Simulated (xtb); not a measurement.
H4N2, SMILES NN. All values are semi-empirical tight-binding results from xtb (GFN2-xTB unless named), good for trends rather than for accurate numbers. Coordinates come from a GFN2-xTB optimisation.

**Question.** Estimate the properties. (Estimate from the structure and the level; the computed values follow.)

**Answer.** 
| Quantity | Value |
|---|---|
| point group as xtb finds it | C2 |
| orbital gap | 9.94 eV |
| dipole moment | 2.27 D |
| zero-point energy | 31.8 kcal/mol |
| G − E(el) at 298.15 K (modified RRHO) | 18.0 kcal/mol |
| static polarisability (D4 model) | 23.1 bohr³ |
| solvation energy, GFN2-xTB/ALPB(water) | -5.2 kcal/mol |
| solvation energy, GFN2-xTB/ALPB(acetonitrile) | -3.2 kcal/mol |

**Question.** Give the IR lines (harmonic; lines under 4 % of the strongest left out, lines within 3 cm⁻¹ merged). (An estimate is asked for; the answer gives what the named calculation found.)

**Answer.** ν (cm⁻¹): 360 (m), 912 (s), 994 (vs), 1205 (w), 1264 (w), 1552 (w), 1571 (w), 3251 (s), 3267 (w), 3382 (w) (against the strongest line: vs over 80 %, s over 45 %, m over 15 %, w over 4 %, vw less)
